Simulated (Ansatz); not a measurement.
System: NH$_{2}$, charge 0, multiplicity 2. SMILES: [NH2]
Geometry from a B3LYP-D3(BJ)/def2-TZVP (Ansatz, a program for electronic structure) optimisation:
```xyz
3

N      0.0046     0.0019     0.1418
H     -0.0276     0.7996    -0.5065
H     -0.0044    -0.8126    -0.4860
```
Charge 0, spin multiplicity 2.

Computed values are from Ansatz. Correlated levels leave the core frozen unless marked. UHF or UKS for open shells. No spin-orbit coupling. Non-relativistic. CBS marks a two-point X^-3 extrapolation of the correlation energy; Hartree-Fock from the larger set (for Q and 5 zeta extrapolated as (X+1)exp(-9√X)).

**Question.** What is the vertical ionisation energy (to the triplet) at CCSD(T)/CBS(aug-cc-pVTZ,aug-cc-pVQZ)?

**Answer.** 12.08 eV.

**Question.** What is the dipole moment at CCSD(T)/aug-cc-pVDZ?

**Answer.** 1.76 D.

**Question.** What is the atomisation energy De at CCSD(T)/CBS(cc-pVQZ,cc-pV5Z)?

**Answer.** 762.2 kJ/mol.

**Question.** What is the total energy at CCSD(T)/CBS(cc-pVQZ,cc-pV5Z)?

**Answer.** -55.8209 Eh.

**Question.** What is the vertical electron affinity (to the singlet; negative means unbound) at CCSD(T)/CBS(aug-cc-pVTZ,aug-cc-pVQZ)?

**Answer.** 0.74 eV.
